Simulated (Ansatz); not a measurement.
Species: C₂H₂N, charge 0, doublet. C2H2N (SMILES [CH2]C#N, doublet).
B3LYP-D3(BJ)/def2-TZVP minimum from Ansatz (an electronic-structure program):
```xyz
5

C     -0.0090    -0.1659    -1.1772
C      0.0014     0.0261     0.1854
N      0.0103     0.1888     1.3399
H      0.9204    -0.2159    -1.7250
H     -0.9467    -0.2673    -1.7035
```
Charge 0, spin multiplicity 2.

Hartree-Fock and CCSD correlation energies in hartree (Ansatz). Radicals and triplets start from unrestricted determinants; spin-orbit coupling is neglected. Correlated methods leave the cores frozen. No relativity. The UHF reference of C2H2N ([CH2]C#N, doublet) is spin-contaminated (<S^2> up to 0.19 over the pure value in the sets run).

```tsv
basis	X	E(HF)	E(corr, CCSD)
cc-pVTZ	3	-131.35222	-0.48763
cc-pVQZ	4	-131.36085	-0.51350
cc-pV5Z	5	-131.36273	withheld
```

**Question.** Fit E(corr) = E∞ + A/X³ to X = 3 and 4, predict X = 5, and compare with the run.

**Answer.** A = (-0.48763 - (-0.51350))/(1/27 - 1/64) = 1.2082; E∞ = -0.51350 - A/64 = -0.53238; at X = 5, E∞ + A/125 = -0.52271. The run gave -0.52196, 0.75 mEh above the prediction. The same form on X = 4 and 5 gives E∞ = -0.53084, 1.54 mEh above the first estimate.
